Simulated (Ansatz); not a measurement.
**[BH4]− (SMILES [BH4-]): methods side by side**

The species is [BH4]− (5 atoms), meant as a singlet with charge -1. SMILES: `[BH4-]`. Geometry: relaxed at GFN2-xTB.

```xyz
5

B     0.0001    0.0002   -0.0001
H     0.6837    0.9970    0.2177
H     0.7263   -0.9885   -0.0671
H    -0.6004    0.1397   -1.0634
H    -0.8097   -0.1484    0.9129
```

Quantity: the energy change with the B1–H2 bond stretched from 1.228 to 1.842 Å, in eV. The values are calculated.

```csv
level,kind,program,value (eV),less FCI/3-21G,CPU time (all runs)
SVWN5/3-21G (restricted),LDA,Ansatz,1.36,+0.14,1.1 s
BLYP/3-21G (restricted),GGA,Ansatz,1.25,+0.03,1.6 s
r2SCAN/3-21G (restricted),meta-GGA,Ansatz,1.36,+0.14,2.9 s
PBE0/3-21G (restricted),global hybrid,Ansatz,1.38,+0.16,1.7 s
wB97X/3-21G (restricted),range-separated hybrid,Ansatz,1.41,+0.19,6.5 s
B2PLYP/3-21G (restricted),double hybrid,Ansatz,1.36,+0.14,1.9 s
BCCD(T)/3-21G (restricted),coupled cluster or CI,Ansatz,1.22,0.00,0.45 s
FCI/3-21G,exact in the basis,Ansatz,1.22,0.00,27 s
```

FCI/3-21G is exact within its basis and frozen core, so for wave-function methods in that basis the difference is their error; functionals converge differently with the basis, so for them it is only a difference. Sets without diffuse functions describe the anion poorly. The first shape isn't each level's own minimum. The values span 1.22 to 1.41 eV. All rows use very small basis sets, so even the best lies far from the true value. CPU times are rough (shared hosts, several kinds of processor): they show what a rung costs within a factor of a few.
